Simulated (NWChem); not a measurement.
System: methanol (CH$_{4}$O); SMILES CO

Output (shortened):

```
             Northwest Computational Chemistry Package (NWChem) 7.3.0
             --------------------------------------------------------

 CS  symmetry detected

                             Geometry "geometry" -> ""
                             -------------------------

 Output coordinates in angstroms (scale by  1.889725989 to convert to a.u.)

  No.       Tag          Charge          X              Y              Z
 ---- ---------------- ---------- -------------- -------------- --------------
    1 C                    6.0000    -0.01029004    -0.65875761     0.00000000
    2 O                    8.0000    -0.08770041     0.74814294     0.00000000
    3 H                    1.0000     0.49648701    -1.04944833    -0.89117200
    4 H                    1.0000    -1.03367645    -1.03506824     0.00000000
    5 H                    1.0000     0.49648701    -1.04944833     0.89117200
    6 H                    1.0000     0.80404596     1.10136702     0.00000000

 Effective nuclear repulsion energy (a.u.)      40.4597096426

      Symmetry information
      --------------------

 Group name             Cs
 Group number              2
 Group order               2
 No. of unique centers     5

                                Z-matrix (autoz)
                                --------

 Units are Angstrom for bonds and degrees for angles

      Type          Name      I     J     K     L     M      Value
      ----------- --------  ----- ----- ----- ----- ----- ----------
    1 Stretch                  1     2                       1.40903
    2 Stretch                  1     3                       1.09711
    3 Stretch                  1     4                       1.09038
    4 Stretch                  1     5                       1.09711
    5 Stretch                  2     6                       0.95916
    6 Bend                     1     2     6               108.45936
    7 Bend                     2     1     3               112.39245
    8 Bend                     2     1     4               107.03969
    9 Bend                     2     1     5               112.39245
   10 Bend                     3     1     4               108.09777
   11 Bend                     3     1     5               108.64069
   12 Bend                     4     1     5               108.09777
   13 Torsion                  3     1     2     6         -61.46621
   14 Torsion                  4     1     2     6         180.00000
   15 Torsion                  5     1     2     6          61.46621

                           NWChem Geometry Optimization
                           ----------------------------

 maximum gradient threshold         (gmax) =   0.000450
 rms gradient threshold             (grms) =   0.000300
 maximum cartesian step threshold   (xmax) =   0.001800
 rms cartesian step threshold       (xrms) =   0.001200
 fixed trust radius                (trust) =   0.300000
 source of zmatrix                         =   autoz

          -------------------
          Energy Minimization
          -------------------

 Using diagonal initial Hessian
 Scaling for Hessian diagonals: bonds = 1.00  angles = 0.25  torsions = 0.10

          --------
          Step   0

                                 NWChem DFT Module
                                 -----------------

 Summary of "ao basis" -> "ao basis" (spherical)
 ------------------------------------------------------------------------------
       Tag                 Description            Shells   Functions and Types
 ---------------- ------------------------------  ------  ---------------------
 C                           3-21g                   5        9   3s2p
 O                           3-21g                   5        9   3s2p
 H                           3-21g                   2        2   2s

      Symmetry analysis of basis
      --------------------------

        a'         20
        a"          6

[...]

      ----------------------
      Optimization converged
      ----------------------

  Step       Energy      Delta E   Gmax     Grms     Xrms     Xmax
  ---- ---------------- -------- -------- -------- -------- --------
@    4    -115.07359297 -1.2D-07  0.00003  0.00001  0.00024  0.00066
                                     ok       ok       ok       ok

                                Z-matrix (autoz)
                                --------

 Units are Angstrom for bonds and degrees for angles

      Type          Name      I     J     K     L     M      Value     Gradient
      ----------- --------  ----- ----- ----- ----- ----- ---------- ----------
    1 Stretch                  1     2                       1.45858   -0.00002
    2 Stretch                  1     3                       1.10087    0.00000
    3 Stretch                  1     4                       1.09216   -0.00000
    4 Stretch                  1     5                       1.10087    0.00000
    5 Stretch                  2     6                       0.99531    0.00003
    6 Bend                     1     2     6               107.14628   -0.00001
    7 Bend                     2     1     3               113.34798   -0.00000
    8 Bend                     2     1     4               105.68190    0.00000
    9 Bend                     2     1     5               113.34798   -0.00000
   10 Bend                     3     1     4               108.01691    0.00000
   11 Bend                     3     1     5               108.16310    0.00000
   12 Bend                     4     1     5               108.01691    0.00000
   13 Torsion                  3     1     2     6         -61.89458    0.00000
   14 Torsion                  4     1     2     6         180.00000    0.00000
   15 Torsion                  5     1     2     6          61.89458   -0.00000

                         Geometry "geometry" -> "geometry"
                         ---------------------------------

 Output coordinates in angstroms (scale by  1.889725989 to convert to a.u.)

  No.       Tag          Charge          X              Y              Z
 ---- ---------------- ---------- -------------- -------------- --------------
    1 C                    6.0000    -0.00761137    -0.67319945     0.00000000
    2 O                    8.0000    -0.10676996     0.78200505     0.00000000
    3 H                    1.0000     0.49709653    -1.07611189    -0.89154485
    4 H                    1.0000    -1.03661492    -1.03920746     0.00000000
    5 H                    1.0000     0.49709653    -1.07611189     0.89154485
    6 H                    1.0000     0.82215626     1.13941309     0.00000000

 Effective nuclear repulsion energy (a.u.)      39.4659388011

      Symmetry information
      --------------------

 Group name             Cs
 Group number              2
 Group order               2
 No. of unique centers     5

[...]

 Rotational Constants
 --------------------
 A=   4.201971 cm-1  (  6.045564 K)
 B=   0.788399 cm-1  (  1.134305 K)
 C=   0.759706 cm-1  (  1.093023 K)

 Temperature                      =   298.15K
 frequency scaling parameter      =   1.0000

 Zero-Point correction to Energy  =   31.827 kcal/mol  (  0.050720 au)
 Thermal correction to Energy     =   33.876 kcal/mol  (  0.053984 au)
 Thermal correction to Enthalpy   =   34.468 kcal/mol  (  0.054928 au)

 Total Entropy                    =   56.697 cal/mol-K
   - Translational                =   36.308 cal/mol-K (mol. weight =  32.0262)
   - Rotational                   =   19.092 cal/mol-K (symmetry #  =        1)
   - Vibrational                  =    1.297 cal/mol-K

 Cv (constant volume heat capacity) =    8.684 cal/mol-K
   - Translational                  =    2.979 cal/mol-K
   - Rotational                     =    2.979 cal/mol-K
   - Vibrational                    =    2.725 cal/mol-K

[normal modes left out]

 ----------------------------------------------------------------------------
 Normal Eigenvalue ||           Projected Infra Red Intensities
  Mode   [cm**-1]  || [atomic units] [(debye/angs)**2] [(KM/mol)] [arbitrary]
 ------ ---------- || -------------- ----------------- ---------- -----------
    1       -0.000 ||    0.000002           0.000         0.002       0.001
    2       -0.000 ||    0.002868           0.066         2.796       1.063
    3        0.000 ||    0.002148           0.050         2.094       0.796
    4        0.000 ||    0.020252           0.467        19.742       7.503
    5        0.000 ||    0.003802           0.088         3.706       1.409
    6        0.000 ||    0.006193           0.143         6.038       2.295
    7      380.663 ||    0.143316           3.306       139.712      53.098
    8      988.232 ||    0.078067           1.801        76.104      28.924
    9     1082.050 ||    0.018496           0.427        18.031       6.853
   10     1152.383 ||    0.000010           0.000         0.010       0.004
   11     1397.329 ||    0.021778           0.502        21.230       8.069
   12     1525.202 ||    0.003647           0.084         3.556       1.351
   13     1565.092 ||    0.003368           0.078         3.283       1.248
   14     1584.099 ||    0.004822           0.111         4.701       1.786
   15     2987.895 ||    0.053894           1.243        52.539      19.968
   16     3020.925 ||    0.092366           2.131        90.043      34.221
   17     3124.969 ||    0.029000           0.669        28.270      10.744
   18     3465.247 ||    0.001806           0.042         1.760       0.669
 ----------------------------------------------------------------------------
```

Level: B3LYP/3-21G. 

Which NWChem input produces such a log?

One answer among several that fit: the input that was run:
```
start job
memory heap 200 mb stack 900 mb global 1100 mb
geometry units angstroms
  C     -0.008646    -0.653372     0.000000
  O     -0.088605     0.753386     0.000000
  H      0.498838    -1.043144    -0.891172
  H     -1.031349    -1.031536     0.000000
  H      0.498838    -1.043144     0.891172
  H      0.802500     1.108225     0.000000
end
basis spherical
  C library 3-21g
  O library 3-21g
  H library 3-21g
end
dft
  xc b3lyp
  iterations 150
end
driver
  maxiter 120
end
task dft optimize
task dft freq
```
